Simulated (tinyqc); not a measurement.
Inside a calculation. Method: ROHF in the sto-6g basis, for CH, spin multiplicity 4. One step of it, computed by the program tinyqc.

Question. Iteration 3: Roothaan effective Fock matrix. With projectors Pc = D(beta) S, Po = (D(alpha) - D(beta)) S, Pv = 1 - D(alpha) S, the block xy is Px^T F Py; with Fc = (F(alpha) + F(beta))/2, the blocks are Fc for cc, oo, vv and cv, F(beta) for co and F(alpha) for ov.

F(alpha) (hartree), lower triangle:
```
             1C 1s      1C 2s     1C 2px     1C 2py     1C 2pz      2H 1s
1C 1s   -11.092338
1C 2s    -2.872164  -1.507071
1C 2px    0.000000   0.000000  -0.354137
1C 2py    0.000000   0.000000   0.000000  -0.354137
1C 2pz   -0.000069   0.039406   0.000000   0.000000  -0.247195
2H 1s    -0.586704  -0.625092   0.000000   0.000000  -0.427483  -0.440108
```

F(beta) (hartree), lower triangle:
```
             1C 1s      1C 2s    1C 2px    1C 2py     1C 2pz      2H 1s
1C 1s   -11.013068
1C 2s    -2.798775  -0.958501
1C 2px    0.000000   0.000000  0.426123
1C 2py    0.000000   0.000000  0.000000  0.426123
1C 2pz   -0.002187  -0.260607  0.000000  0.000000   0.217358
2H 1s    -0.566980  -0.572127  0.000000  0.000000  -0.321257  -0.292421
```

D(alpha) after iteration 2, lower triangle:
```
            1C 1s      1C 2s    1C 2px    1C 2py    1C 2pz     2H 1s
1C 1s    1.057765
1C 2s   -0.235020   0.978425
1C 2px   0.000000   0.000000  1.000000
1C 2py   0.000000   0.000000  0.000000  1.000000
1C 2pz   0.056717  -0.289706  0.000000  0.000000  0.407051
2H 1s   -0.020274  -0.011238  0.000000  0.000000  0.353854  0.382656
```

D(beta) after iteration 2, lower triangle:
```
            1C 1s     1C 2s    1C 2px    1C 2py    1C 2pz     2H 1s
1C 1s    1.027512
1C 2s   -0.101918  0.392823
1C 2px   0.000000  0.000000  0.000000
1C 2py   0.000000  0.000000  0.000000  0.000000
1C 2pz  -0.045159  0.158515  0.000000  0.000000  0.063981
2H 1s   -0.089950  0.295312  0.000000  0.000000  0.119220  0.222183
```

overlap S, lower triangle:
```
           1C 1s     1C 2s    1C 2px    1C 2py    1C 2pz     2H 1s
1C 1s   1.000000
1C 2s   0.243228  1.000000
1C 2px  0.000000  0.000000  1.000000
1C 2py  0.000000  0.000000  0.000000  1.000000
1C 2pz  0.000000  0.000000  0.000000  0.000000  1.000000
2H 1s   0.049092  0.424713  0.000000  0.000000  0.423855  1.000000
```

Give: effective F.

Answer.

effective F (hartree), lower triangle:
```
           1C 1s    1C 2s  1C 2px  1C 2py   1C 2pz    2H 1s
1C 1s   -11.0530
1C 2s    -2.8247  -1.1489
1C 2px    0.0000   0.0000  0.0360
1C 2py    0.0000   0.0000  0.0000  0.0360
1C 2pz   -0.0170  -0.1376  0.0000  0.0000  -0.0979
2H 1s    -0.5841  -0.5930  0.0000  0.0000  -0.4348  -0.4034
```
